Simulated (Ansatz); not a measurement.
Geometry optimisation, RKS PBE0-D4/def2-SVP (Ansatz 0.2.0).

The input (input.yaml):

```yaml
crystal:
  periodic: [false, false, false]
  atoms:
    - { symbol: B, position_ang: [0.006621, -0.242105, -0.055636] }
    - { symbol: H, position_ang: [-0.070652, -0.493025, 1.112651] }
    - { symbol: Cl, position_ang: [1.533114, -0.53227, -0.848957] }
    - { symbol: H, position_ang: [-0.937616, 0.100385, -0.71841] }
    - { symbol: S, position_ang: [0.349872, 2.481272, 1.353494] }
    - { symbol: H, position_ang: [1.690337, 2.332185, 1.29638] }
    - { symbol: H, position_ang: [0.188323, 1.204258, 1.848778] }
basis:
  gaussian: { orbitals: def2-SVP }
hamiltonian:
  xc: pbe0
  dispersion: d4
relax:
  f_tol: 0.03
  max_steps: 50
```

Command:

```bash
$ ansatz run input.yaml --threads 1 --pin off --max-ram 2048MiB --backend cpu --events-out ev --progress --plain --runs-dir out
```

Where does it end, and by what steps?

The forces met the threshold. After 16 steps the energy has fallen by 0.384 eV; H7 moved furthest, 0.81 Å. Joined: B1–S5 (3.09 → 2.07 Å).

```json
{"step": "0", "energy less start (eV)": "0.0000", "largest force component (eV/Å)": "0.778", "accepted": "yes"}
{"step": "1", "energy less start (eV)": "-0.0401", "largest force component (eV/Å)": "0.604", "accepted": "yes"}
{"step": "2", "energy less start (eV)": "-0.0549", "largest force component (eV/Å)": "0.743", "accepted": "yes"}
{"step": "3", "energy less start (eV)": "-0.0967", "largest force component (eV/Å)": "0.662", "accepted": "yes"}
{"step": "4", "energy less start (eV)": "-0.1303", "largest force component (eV/Å)": "0.827", "accepted": "yes"}
{"step": "5", "energy less start (eV)": "-0.1902", "largest force component (eV/Å)": "0.753", "accepted": "yes"}
{"step": "6", "energy less start (eV)": "-0.2603", "largest force component (eV/Å)": "1.144", "accepted": "yes"}
{"step": "7", "energy less start (eV)": "-0.3213", "largest force component (eV/Å)": "0.508", "accepted": "yes"}
{"step": "8", "energy less start (eV)": "-0.3205", "largest force component (eV/Å)": "0.563", "accepted": "no"}
{"step": "9", "energy less start (eV)": "-0.3396", "largest force component (eV/Å)": "0.121", "accepted": "yes"}
{"step": "10", "energy less start (eV)": "-0.3486", "largest force component (eV/Å)": "0.082", "accepted": "yes"}
{"step": "11", "energy less start (eV)": "-0.3547", "largest force component (eV/Å)": "0.465", "accepted": "yes"}
{"step": "12", "energy less start (eV)": "-0.3750", "largest force component (eV/Å)": "0.111", "accepted": "yes"}
{"step": "13", "energy less start (eV)": "-0.3785", "largest force component (eV/Å)": "0.210", "accepted": "yes"}
{"step": "14", "energy less start (eV)": "-0.3825", "largest force component (eV/Å)": "0.095", "accepted": "yes"}
{"step": "15", "energy less start (eV)": "-0.3832", "largest force component (eV/Å)": "0.052", "accepted": "yes"}
{"step": "16", "energy less start (eV)": "-0.3839", "largest force component (eV/Å)": "0.007", "accepted": "yes"}
```

```xyz
7
Properties=species:S:1:pos:R:3
B 0.116 0.028 0.085
H 0.188 -0.705 1.045
Cl 1.469 -0.158 -1.127
H -0.977 0.227 -0.397
S 0.506 1.908 0.866
H 1.673 1.659 1.504
H -0.215 1.893 2.013
```

Whether the end is a true minimum wasn't checked by a vibrational analysis.

Time of the run: 33 s on 1 thread of Intel(R) Xeon(R) Platinum 8488C (Sapphire Rapids), on a shared host, peak memory 0.15 GiB.
